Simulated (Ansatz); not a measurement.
hcp Sc was calculated with RPBE in Ansatz (PAW).

Numerical settings: plane-wave cutoff 520 eV, 18×18×10 k mesh (along the axes of the cell as run), Fermi–Dirac smearing 0.05 eV, scalar-relativistic PAW data made under PBE.

Response to compression and expansion:

Shape and atoms are relaxed at each volume.

```json
[
 {"V (Å³/atom)": "24.587", "P (GPa)": "2.21", "c (Å)": "5.167", "a (Å)": "3.315"},
 {"V (Å³/atom)": "25.099", "P (GPa)": "1.06", "c (Å)": "5.206", "a (Å)": "3.337"},
 {"V (Å³/atom)": "25.611", "P (GPa)": "0.00", "c (Å)": "5.244", "a (Å)": "3.358"},
 {"V (Å³/atom)": "26.124", "P (GPa)": "-0.97", "c (Å)": "5.281", "a (Å)": "3.380"},
 {"V (Å³/atom)": "26.636", "P (GPa)": "-1.85", "c (Å)": "5.317", "a (Å)": "3.401"}
]
```

Note: the bulk modulus comes from volumes at which shape and atoms were relaxed.

Ansatz is an electronic-structure program.
